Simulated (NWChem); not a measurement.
A series in which one site is exchanged, each optimised at PBE0/def2-SVP with NWChem, gas phase unless a solvent is named. Some are not confirmed as minima by frequencies. def2 effective core potentials on Y, La; no spin-orbit coupling.

A: [Cl][Y]([Cl])[Cl] (YCl3; site = Y)
B: [Cl][La]([Cl])[Cl] (LaCl₃; site = La)
C: ClB(Cl)Cl (BCl3; site = B)

Values for A:

```
Quantity                                                   Value
---------------------------------------------------------  -----
dipole (D), PBE0/def2-SVP                                   0.01
orbital gap (eV), PBE0/def2-SVP                             6.14
vertical ionisation energy, ΔSCF, CAM-B3LYP/def2-SVP (eV)  11.34
static polarisability, CAM-B3LYP/def2-SVPD (bohr³)          77.4
```

Question: How do these values change for the other members?

Answer: 
| change from A | B | C |
|---|---|---|
| dipole (D), PBE0/def2-SVP | +2.11 | -0.01 |
| orbital gap (eV), PBE0/def2-SVP | -0.19 | +1.43 |
| vertical ionisation energy, ΔSCF, CAM-B3LYP/def2-SVP (eV) | -0.30 | +0.16 |
| static polarisability, CAM-B3LYP/def2-SVPD (bohr³) | +8.5 | -22.8 |
